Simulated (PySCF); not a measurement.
## Where the electron goes

Compound: C5H9F.
Z-matrix (Å and degrees, PBE0-D3(BJ)/def2-SVP geometry), rows numbered from 1:
```
C 
C   1  1.4912
C   2  1.3398  1  127.79
C   3  1.4982  2  126.22  1     0.22
C   3  1.5013  2  120.15  1   179.99
F   5  1.3679  3  112.95  2    -2.11
H   1  1.0986  2  113.37  3    -1.01
H   1  1.1029  2  110.73  3  -122.19
H   1  1.1031  2  110.76  3   120.26
H   2  1.0950  1  116.04  3   179.95
H   4  1.0969  3  112.47  2    -3.45
H   4  1.1037  3  111.05  2   117.33
H   4  1.1035  3  111.13  2  -124.22
H   5  1.1071  3  109.88  2   119.08
H   5  1.1070  3  109.92  2  -123.45
```

Method used: PySCF, TDDFT CAM-B3LYP/def2-SVPD, vertical, gas phase, core orbitals frozen in the response.

Kohn–Sham orbitals with the atoms that hold most of them (Löwdin shares over 4%, at most four atoms; ? is withheld):

| orbital | ε (eV) | atoms |
| --- | --- | --- |
| LUMO+2 | 1.85 | C5 21%, C1 17%, F6 10%, H15 9% |
| LUMO+1 | 1.61 | C2 27%, C3 25%, C1 7%, C4 6% |
| LUMO | 1.27 | C4 21%, C5 12%, C1 10%, H13 8% |
| HOMO | ? | ? |
| HOMO-1 | -10.87 | ? |
| HOMO-2 | -11.29 | C2 20%, C1 16%, F6 16%, C3 10% |
| HOMO-3 | -11.38 | F6 45%, C5 20%, H14 10%, H15 8% |

Which atoms hold the HOMO-1, and with what shares?

C3 (bonded to 3 C) 18%; C5 (bonded to C, F and 2 H) 18%; F6 (bonded to C) 16%; C4 (bonded to C and 3 H) 11%. By element: carbon 47% or more, fluorine 16%.

Give the leading atoms of the HOMO.

C2 (bonded to 2 C and H) 33%; C3 (bonded to 3 C) 33%; C1 (bonded to C and 3 H) 8%; C5 (bonded to C, F and 2 H) 6%.

What is the HOMO energy, and the HOMO–LUMO gap?

ε(HOMO) = -8.20 eV; the gap is 9.47 eV (0.3479 hartree).

The HOMO–LUMO gap is 9.47 eV. Where does the response calculation put the lowest singlet, and from which orbitals?

S1 is at 6.60 eV (f = 0.0008), 2.87 eV below the gap, made of HOMO→LUMO (93%). 

Give energy, strength and leading configuration of S1 and S2, and follow the Löwdin shares of the leading atoms from the occupied to the empty orbital.

- S1 (6.60 eV, f 0.0008), HOMO→LUMO (93%): C2 33% → at most 8%, C3 33% → at most 8%, C4 at most 7% → 21%, C5 6% → 12%
- S2 (7.13 eV, f 0.529), HOMO→LUMO+1 (97%): C2 33% → 27%, C3 33% → 25%

Hardware: an Arm Neoverse V1 with one thread, no GPU, on a shared host. Cost: 51 s of wall time, 1.0 GiB resident at most.

One conformer stands for the species.
